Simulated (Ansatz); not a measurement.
We consider rock-salt LiF, described by revPBE (plane waves, PAW; Ansatz, a program for electronic structure).

Total energies, extrapolated to zero smearing (they compare only within this program, potentials and cutoff; free atoms with spin allowed, lowest state found):

| system | energy (eV/atom) |
|---|---|
| rock-salt LiF, relaxed | -509.0837 |
| free Li atom | -203.7547 |
| free F atom | -806.2289 |

Problem. Work out the cohesive energy per atom.

Solution. E_coh = [1 × (-203.7547) + 1 × (-806.2289)]/2 − (-509.0837) = 4.09 eV/atom. The reference value is 4.46 eV/atom (measured, static lattice: zero-point vibration energy added; as tabulated in Mejia-Rodriguez and Trickey (2018), arXiv:1807.09216), a difference of -0.37 eV/atom.

The PAW data were made under PBE.
